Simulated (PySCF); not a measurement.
H₄N₂, SMILES NN (connectivity only; charge and spin as stated), charge +1, multiplicity 2. Atoms are numbered in the order given.

```xyz
6

N      0.0000     0.0000    -0.6525
N      0.0000     0.0000     0.6525
H      0.0000    -0.8820    -1.1506
H      0.0000     0.8820    -1.1506
H      0.0000     0.8820     1.1506
H      0.0000    -0.8820     1.1506
```
Charge +1, spin multiplicity 2.

Geometry optimised at ωB97X-D3(BJ)/def2-TZVP. The spin state was assumed, not searched.

The numbers are results of PBE/pcH-1 (PySCF), not measurements.

Unrestricted Kohn–Sham, ⟨S²⟩ = 0.752. Hyperfine tensors hold the contact and dipolar terms, without spin-orbit corrections.

Computed hyperfine couplings:
```json
[
 {"nucleus": "14N no. 1", "A(iso) (MHz)": "14.3", "A(iso) (G)": "5.1", "dipolar principal values (MHz)": "-28.6, -28.1, 56.7"},
 {"nucleus": "14N no. 2", "A(iso) (MHz)": "14.3", "A(iso) (G)": "5.1", "dipolar principal values (MHz)": "-28.6, -28.1, 56.7"},
 {"nucleus": "1H no. 3", "A(iso) (MHz)": "-38.6", "A(iso) (G)": "-13.8", "dipolar principal values (MHz)": "-32.4, -7.8, 40.2"},
 {"nucleus": "1H no. 4", "A(iso) (MHz)": "-38.6", "A(iso) (G)": "-13.8", "dipolar principal values (MHz)": "-32.4, -7.8, 40.2"},
 {"nucleus": "1H no. 5", "A(iso) (MHz)": "-38.6", "A(iso) (G)": "-13.8", "dipolar principal values (MHz)": "-32.4, -7.8, 40.2"},
 {"nucleus": "1H no. 6", "A(iso) (MHz)": "-38.6", "A(iso) (G)": "-13.8", "dipolar principal values (MHz)": "-32.4, -7.8, 40.2"}
]
```

Question: And the g tensor (effective nuclear charges for spin-orbit coupling, GIAO)? (The exact figures need the calculation; the answer reports its results.)

Answer: principal values 2.0021, 2.0039, 2.0043; isotropic 2.0034.
